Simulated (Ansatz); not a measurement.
Run this with the Python package of Ansatz (0.2.0) and show what comes out.

The script, `c4h4.py`:
```python
"""C4H4 through the session interface."""

import ansatz as az

DECK = """
crystal:
  periodic: [false, false, false]
  atoms:
    - { symbol: C, position_ang: [-0.6329, 1.6804, -0.3783] }
    - { symbol: C, position_ang: [-0.2244, 0.5385, -0.1266] }
    - { symbol: C, position_ang: [0.1726, -0.5522, 0.105] }
    - { symbol: C, position_ang: [0.7402, -1.727, 0.3796] }
    - { symbol: H, position_ang: [-0.4837, 2.1848, -1.3659] }
    - { symbol: H, position_ang: [-1.2687, 2.281, 0.3421] }
    - { symbol: H, position_ang: [0.1095, -2.6188, 0.1553] }
    - { symbol: H, position_ang: [1.6796, -1.8439, 0.8331] }
basis:
  gaussian: { orbitals: def2-SVP }
correlation:
  method: mp2
"""

session = az.Session.from_yaml(DECK)
rep = session.plan(threads=1).execute().report

print(f"E = {rep['free_energy_ev']:.6f} eV = {rep['free_energy_ev'] / 27.211386246:.7f} Ha")
print("converged:", rep["converged"], " doubts:", rep["published_state_doubts"] or "none")
symbols = ["C", "C", "C", "C", "H", "H", "H", "H"]
parts = rep["correlation"]
for name in ("random_phase", "coupled_cluster", "perturbative"):
    if name in parts:
        print(f"{name:16s} {parts[name]['energy']['hartree']:12.7f} Ha")
if "second_order" in parts:
    pair = parts["second_order"]
    print(f"MP2 same spin {pair['same_spin']['hartree']:.7f} Ha, opposite spin {pair['opposite_spin']['hartree']:.7f} Ha")
```

`python c4h4.py` gives:
```text
E = -4189.650555 eV = -153.9668181 Ha
converged: True  doubts: none
MP2 same spin -0.1259429 Ha, opposite spin -0.3900305 Ha
```

Reading the output:
- Total energies depend on the basis set; only differences at equal settings carry meaning.
- The geometry is a force-field or estimated start, not a minimum of this method, and the basis set is short of its limit.
- Timing: 1.1 s on 1 thread of Arm Neoverse V2 (shared host), peak memory 0.17 GiB.
